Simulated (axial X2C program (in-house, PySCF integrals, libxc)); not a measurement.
Values are calculated unless marked as measured or tabulated.
## SO⁻: input and output

Program: an in-house relativistic program for diatomic molecules.

The run was started with this input:
```json
{"zs": [16, 8], "q": -1, "bas": ["dyall-av3z", "dyall-av3z"], "levels": ["PBE0", "HF", "TPSSh"], "cc": true, "r0": 1.51, "thr": -2.0, "nmax": 90, "npts": 10, "nst": 2, "ntry": 6}
```
```bash
python so2c.py task.json out
```

Keys: zs atomic numbers; q charge; bas basis sets; levels methods; cc coupled cluster on or off; r0 starting distance in Å; thr threshold in hartree for freezing inner shells (an s shell follows its p shell); nmax most natural virtual spinors; npts points on the curve; nst determinants followed; ntry starts of the search. HF also brings MP2.

Output of the HF step, two-component, at R = 1.579 Å for the state Ω = 3/2. It starts from PBE0 orbitals of this distance.

```
two-component X2C + atomic mean field  HF
basis functions 116  fitting functions 600  grid points 4351
iter        total energy     max residual
   1       -473.470681701     8.07e-02
   2       -473.486167905     8.97e-03
   3       -473.487305304     3.27e-03
   4       -473.487593160     4.71e-03
   5       -473.487788682     2.47e-03
   6       -473.487934898     2.40e-03
   7       -473.488106848     1.47e-03
   8       -473.488254946     8.88e-04
   9       -473.488312242     4.45e-04
  10       -473.488330106     1.52e-04
  11       -473.488331726     3.41e-05
  12       -473.488331823     1.40e-05
  13       -473.488331838     5.62e-06
  14       -473.488331840     2.82e-06
  15       -473.488331841     8.95e-07
converged
one-electron -746.56248937  Coulomb 263.78155725  exact exchange -33.53981569  xc functional 0.00000000  nuclear repulsion 42.89720266  atomic mean-field constant -0.06478670
correlated 13  virtual 195  natural virtual 90  E(MP2) -0.421943672  MP2 remainder -0.021338247
iter   CCSD correlation   residual
   1     -0.400268769   1.40e-01
   2     -0.412692787   5.48e-02
   3     -0.416199192   2.32e-02
   4     -0.416604809   1.13e-02
   5     -0.416953922   6.06e-03
   6     -0.417016619   2.60e-03
   7     -0.417026559   7.23e-04
   8     -0.417032848   2.49e-04
   9     -0.417027447   9.68e-05
  10     -0.417028742   3.49e-05
  11     -0.417028045   1.37e-05
  12     -0.417028203   5.42e-06
  13     -0.417028194   2.05e-06
(T) -0.019251560  T1 0.0348  D1 0.0957  max T2 0.056
```
Energies are in hartree; totals compare only within one Hamiltonian and basis. T1 in the output is the amplitude norm over the root of the electron number; divide by √2 for the Lee–Taylor value.
